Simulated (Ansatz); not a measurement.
Tuning the range parameter of LC-ωPBE so that −HOMO meets the ionisation energy; basis def2-TZVP, Ansatz. System: MgCl2. Charge 0, multiplicity 1. Geometry: PBE0-D4/def2-TZVP. The ionised state is a doublet.

Geometry of the singlet:

```tsv
atom	x (Å)	y (Å)	z (Å)
Mg1	-0.0059	0.0017	-0.0029
Cl2	-0.0203	-1.8916	-1.0597
Cl3	0.0262	1.8898	1.0626
```

```tsv
ω (1/bohr)	HOMO (eV)	LUMO (eV)	vertical IE (eV)	HOMO + IE (eV)
0.1	-9.11	-1.16	10.82	1.71
0.15	-9.76	-0.69	11.01	1.25
0.3	-11.23	-0.02	11.65	0.42
```

**Question.** Estimate the row for 0.2 bohr⁻¹.

**Answer.** 
| ω (1/bohr) | HOMO (eV) | LUMO (eV) | vertical IE (eV) | HOMO + IE (eV) |
| --- | --- | --- | --- | --- |
| 0.2 | -10.33 | -0.37 | 11.24 | 0.91 |

**Question.** Where does the tuning condition hold?

**Answer.** Not within the range that was run.
